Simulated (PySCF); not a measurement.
LiH, SMILES [LiH]. Geometry: PBE0-D3(BJ)/def2-TZVPD.

Computed equilibrium geometry at PBE0-D3(BJ)/def2-TZVPD (PySCF confirms it by a frequency run) as bond lengths and angles, and its point group:
point group C∞v.
Atoms: Li1 H2. Bond lengths (Å): Li1–H2 1.596.
